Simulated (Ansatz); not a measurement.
**BCl2H: molecular dynamics**

The plan is to follow the molecule's vibrations and see whether its bonds hold. The start is relaxed first. Runs: 300 steps of 0.5 fs under a Langevin thermostat at 1000 K. SMILES of the start: ClBCl.

Program: Ansatz 0.2.0. Level of theory: RKS PBE0-D4/STO-3G. These are calculated values, not measurements.

1 further run of the same task is left out (it didn't finish).

### 1 The system as given

Bond lengths: B1–H2 1.190 Å, B1–Cl3 1.860 Å, B1–Cl4 1.860 Å. Angles: H2–B1–Cl3 120.0°, H2–B1–Cl4 120.0°, Cl3–B1–Cl4 120.0°.

Coordinates:

```xyz
4

B     0.0000    0.0000    0.0000
H     0.0000    0.0000    1.1900
Cl    1.6108    0.0000   -0.9300
Cl   -1.6108    0.0000   -0.9300
```

### 2 Preparing the start

input.yaml

```yaml
crystal:
  periodic: [false, false, false]
  atoms:
    - { symbol: B, position_ang: [0.0, 0.0, 0.0] }
    - { symbol: H, position_ang: [0.0, 0.0, 1.19] }
    - { symbol: Cl, position_ang: [1.6108, 0.0, -0.93] }
    - { symbol: Cl, position_ang: [-1.6108, 0.0, -0.93] }
basis:
  gaussian: { orbitals: STO-3G }
hamiltonian:
  xc: pbe0
  dispersion: d4
relax:
  f_tol: 0.02
  max_steps: 40
output:
  orbitals: {}
```

Started as:

```
> ansatz run input.yaml --threads 1 --pin off --max-ram 2048MiB --backend cpu --events-out ev --progress --plain --runs-dir out
```

The runs that follow: Dynamics.

What does the calculation give? Wanted: relaxation of the start; temperature, first and last step; temperature, second half; potential energy, second half; bonds formed or broken.

As calculated:

```
                        quantity                            value
         relaxation of the start          3 moves, 0.268 eV lower
                          length              300 steps of 0.5 fs
temperature, first and last step                    750 and 706 K
        temperature, second half  mean 1016 K, from 331 to 2350 K
   potential energy, second half      +44 meV/atom from the start
          bonds formed or broken                                0
```

**Reading.** Against a set 1000 K the second half averages 1016 K with a spread of 391 K. A friction of 1 per fs wipes out velocities within 1 fs: the temperature is held, but the motion is overdamped and says nothing of rates. The bonds all hold. Averages from a run of 150 fs with 4 atoms are rough. The nuclei move classically, without zero-point motion, which matters most for hydrogen. The basis is very small, so the numbers are rough.
